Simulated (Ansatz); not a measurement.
We consider α-phase Ga, described by r²SCAN+rVV10 (PAW; Ansatz, a program for electronic structure).

Settings: plane-wave cutoff 560 eV, 14×14×12 k mesh (along the axes of the cell as run), Fermi–Dirac smearing 0.05 eV, scalar-relativistic PAW data made under PBE.

Energies at three volumes about the minimum:

```json
[
 {"V (Å³/atom)": "18.551", "E − E_lowest (meV/atom)": "1.64"},
 {"V (Å³/atom)": "18.929", "E − E_lowest (meV/atom)": "0.00"},
 {"V (Å³/atom)": "19.308", "E − E_lowest (meV/atom)": "1.52"}
]
```

### Question
Fit a parabola by hand: where is the minimum, and what is the bulk modulus?

### Answer
Slopes: (0.00 − 1.64)/(18.929 − 18.551) = -4.339 and (1.52 − 0.00)/(19.308 − 18.929) = 4.011 meV/Å³. Curvature E″ = 2 × (4.011 − (-4.339))/(19.308 − 18.551) = 22.061 meV/Å⁶. From the middle of the first interval, the slope vanishes at V0 = 18.7400 − (-4.339)/22.061 = 18.937 Å³/atom. B = V0 E″ = 18.937 × 22.061 meV/Å³ × 0.1602 GPa per meV/Å³ = 66.9 GPa. The full Birch–Murnaghan fit to all volumes gives V0 = 18.929 Å³/atom and B0 = 66.8 GPa.

Shape and atoms are relaxed at each volume.

Note: the bulk modulus comes from volumes at which shape and atoms were relaxed.
